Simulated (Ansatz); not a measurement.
in.yaml

```yaml
crystal:
  periodic: [false, false, false]
  atoms:
    - {symbol: F, position_ang: [0.000000, 0.000000, 0.000000]}
    - {symbol: Mg, position_ang: [0.000000, 0.000000, 1.804000]}
basis:
  gaussian: {orbitals: aug-cc-pVDZ}
total_charge: -1
magnetization: {spin_polarized: true, initial_magnetization: 2}
hamiltonian: {xc: {name: PBE}}
output: {orbitals: {seedname: orbitals}}
```

```sh
$ ansatz run in.yaml --threads 1 --pin off --events-out ev --progress --plain --max-ram 2393MiB
```

The program prints:

```
507 factors; their error is unknown
mean field evaluation 1: about -7891.2362 eV, gradient 1.5e2 eV
mean field evaluation 2: about -7973.4985 eV, gradient 1.8e2 eV
mean field evaluation 4: about -8146.4955 eV, gradient 5.0e1 eV
mean field evaluation 8: about -8156.7666 eV, gradient 5.2e-1 eV
mean field evaluation 16: about -8156.7410 eV, gradient 8.5e-5 eV
mean field evaluation 32: about -8156.4058 eV, gradient 2.2e-1 eV
mean field evaluation 64: about -8156.5515 eV, gradient 3.2e0 eV
mean field evaluation 96: about -8156.7416 eV, gradient 3.4e-2 eV
mean field -8156.74095156 eV, -299.7547011324 hartree, gradient 3.5e-6 eV, S^2 2.000327; 11 other end points of the search recorded, 0 dependent functions left out
reference -8156.74099082 eV, -299.7547025748 hartree; 12, 10 occupied and 38, 40 virtual orbitals, 507 factors
Total energy: -8156.74099082 eV, -299.7547025748 hartree
```

Ran on 1 thread of Arm Neoverse V2, shared host: 5.5 s wall, 0.11 GiB peak host memory.
